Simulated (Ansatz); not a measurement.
Cartesian coordinates in Å:
```
N 1.068 -0.942 -0.064
C -0.188 -0.359 0.148
S -1.450 -1.392 0.786
C -0.439 0.916 -0.146
O 0.492 1.756 -0.632
F -1.654 1.462 -0.075
H 1.760 -0.265 -0.355
H 1.387 -1.460 0.744
H -1.341 -2.347 -0.158
H 0.366 2.631 -0.246
```

The species carries charge 0 and has multiplicity 1.

(1) List the PBE/def2-TZVPP orbital energies in eV (the Gaussian-basis code of Ansatz). (Estimate.)

Answers

(1) Computed: Occupied: -2395.89, -660.64, -511.63, -380.69, -272.16, -270.37, -208.82, -155.00, -154.88, -154.70, -31.18, -27.07, -22.94, -19.33, -17.73, -14.82, -14.42, -13.09, -12.23, -11.92, -10.66, -10.49, -9.53, -9.17, -8.59, -7.53, -6.08, -4.66. Lowest empty: -0.53, -0.10, 0.30, 0.56, 0.96, 2.27, 2.49, 3.45.
